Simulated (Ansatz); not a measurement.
Input file:

```yaml
crystal:
  periodic: [false, false, false]
  atoms:
    - {symbol: Ge, position_ang: [0.000000, 0.000000, 0.000000]}
    - {symbol: N, position_ang: [0.000000, 0.000000, 1.821500]}
basis:
  gaussian: {orbitals: aug-cc-pVDZ}
magnetization: {spin_polarized: true, initial_magnetization: 3}
hamiltonian: {xc: {name: B3LYP}}
correlation: {method: bccd_t, electrons: outside_noble_gas}
accuracy: high
scf: {lower_state_search: light}
```

```sh
$ ansatz run in.yaml --threads 1 --pin off --events-out ev --progress --plain --max-ram 2393MiB
```

Output:

```
1057 factors; integrals over basis functions are off by at most 4.6e-9 eV
mean field evaluation 1: about -57997.9185 eV, gradient 3.0e1 eV
mean field evaluation 2: about -57997.9498 eV, gradient 3.0e1 eV
mean field evaluation 4: about -58002.4450 eV, gradient 5.2e0 eV
mean field evaluation 8: about -58002.7636 eV, gradient 2.8e-1 eV
mean field evaluation 16: about -58003.0137 eV, gradient 2.5e0 eV
mean field evaluation 32: about -58003.2929 eV, gradient 2.7e-2 eV
mean field evaluation 64: about -58003.1912 eV, gradient 7.9e-9 eV
mean field evaluation 96: about -58003.2037 eV, gradient 4.8e-1 eV
mean field evaluation 128: about -58003.2927 eV, gradient 3.8e-2 eV
mean field evaluation 160: about -58003.2860 eV, gradient 8.2e-1 eV
...
mean field -58003.29296782 eV, -2131.5817005234 hartree, gradient 3.5e-8 eV, S^2 3.758971; 13 other end points of the search recorded, 0 dependent functions left out
15 core orbitals not correlated: weight in the atoms' cores, before any rotation towards them, 0.997 or more for the frozen orbitals, at most 0.003 for the correlated occupied ones
reference -57950.84592934 eV, -2129.6543074090 hartree; 6, 3 occupied and 38, 41 virtual orbitals, 1057 factors
second order -4.41713442 eV of doubles, -0.22739244 eV of singles
...
cycle  17  -5.32708967 eV  change    3.9e-8 eV  update   1.1e-7
cycle  18  -5.32708967 eV  change    8.4e-9 eV  update   5.4e-8
cycle  19  -5.32708967 eV  change   -8.4e-9 eV  update   3.0e-8
cycle  20  -5.32708967 eV  change    1.6e-9 eV  update   2.0e-8
cycle  21  -5.32708958 eV  change    9.5e-8 eV  update   6.7e-8
cycle  22  -5.32708955 eV  change    2.3e-8 eV  update   2.1e-8
cycle  23  -5.32708955 eV  change    7.7e-9 eV  update   7.2e-9
cycle  24  -5.32708955 eV  change   6.7e-10 eV  update   3.2e-9
cycle  25  -5.32708955 eV  change  -9.3e-10 eV  update   1.4e-9
cycle  26  -5.32708955 eV  change  -1.3e-10 eV  update  5.5e-10
perturbative correction -0.15187847 eV, -0.0055814308 hartree
Total energy: -57956.32489735 eV, -2129.8556557698 hartree
```

Ran on 1 thread of Intel Xeon 6975P-C, shared host: 24 s wall, 0.27 GiB peak host memory.
